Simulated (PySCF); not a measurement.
Caution: the highest occupied level lies above zero, so the state may not be bound.

Delta-SCF ions had no search for a lower state. 

# CH3, SMILES `[CH3-]` (charge -1, multiplicity 1)

All values below come from PBE-D3(BJ)/def2-TZVPD // ωB97X-D3(BJ)/def2-TZVPD run with PySCF 2.14.0.

* **HOMO**: 2.88 eV
* **vertical detachment energy (Delta-SCF)**: 0.42 eV
* **total energy**: -39.7857 Ha
* **cost**: around 8 core-seconds (rough)

```xyz
4

C     -0.0120    -0.0029     0.2616
H      1.0158    -0.1321    -0.1395
H     -0.6110    -0.8040    -0.2214
H     -0.3796     0.9424    -0.1913
```
Charge -1, spin multiplicity 1.
